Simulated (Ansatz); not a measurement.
# What a trial cell of LiC3 relaxes into

Theory: DFT PBE, scalar-relativistic, plane waves, PAW (Ansatz 0.2.0). Cutoff 420 eV, Γ-centred k mesh, Gaussian smearing, no spin polarisation in the final step.

LiC3 was placed on the Cu3Au (L1_2) structure type (Pm-3m, No. 221), with Li in place of Au, C in place of Cu, at a guessed volume.

```
CELL_PARAMETERS angstrom
3.24083 0.00000 0.00000
0.00000 3.24083 0.00000
0.00000 0.00000 3.24083
ATOMIC_POSITIONS crystal
Li 0.00000 0.00000 0.00000
C 0.00000 0.50000 0.50000
C 0.50000 0.00000 0.50000
C 0.50000 0.50000 0.00000
```

Cell and atoms relax at zero pressure; the relaxation can't lower the symmetry of the start. After a coarse first stage the cell is made exact in the group found at 0.06 Å.

Energies over the elements count from the elements' standard structures at the same level, with no empirical corrections.

(1) Describe the relaxed structure.

(2) What are its volume, energy, density and gap?

## Answers

(1) It keeps Pm-3m (No. 221). The result has the Cu3Au (L1_2) structure. Conventional cell: a = 3.020 Å. Li has 12 C at 2.14 Å; C has 4 Li at 2.14 Å and 8 C at 2.14 Å.

```cif
data_structure
_symmetry_space_group_name_H-M 'Pm-3m'
_symmetry_Int_Tables_number 221
_cell_length_a 3.0198
_cell_length_b 3.0198
_cell_length_c 3.0198
_cell_angle_alpha 90.000
_cell_angle_beta 90.000
_cell_angle_gamma 90.000
_cell_volume 27.54
loop_
_atom_site_label
_atom_site_type_symbol
_atom_site_symmetry_multiplicity
_atom_site_Wyckoff_symbol
_atom_site_fract_x
_atom_site_fract_y
_atom_site_fract_z
_atom_site_occupancy
Li1 Li 1 a 0.00000 0.00000 0.00000 1
C1 C 3 c 0.00000 0.50000 0.50000 1
```

(2) The volume per atom is 6.88 Å³ and the density is 2.59 g/cm³. The energy over the elements is 2.71 eV/atom and the gap on the 16×16×16 mesh is 0 eV (a metal).

The final run used a 16×16×16 mesh on its 4-atom cell and 0.10 eV smearing. The k mesh leaves about 4 meV/atom of noise in metals. Symmetry constrained the relaxation, so the result can be a saddle point.

Cost: 3 runs of about 0.38 core-minutes in all, on Arm Neoverse V1 (shared hosts).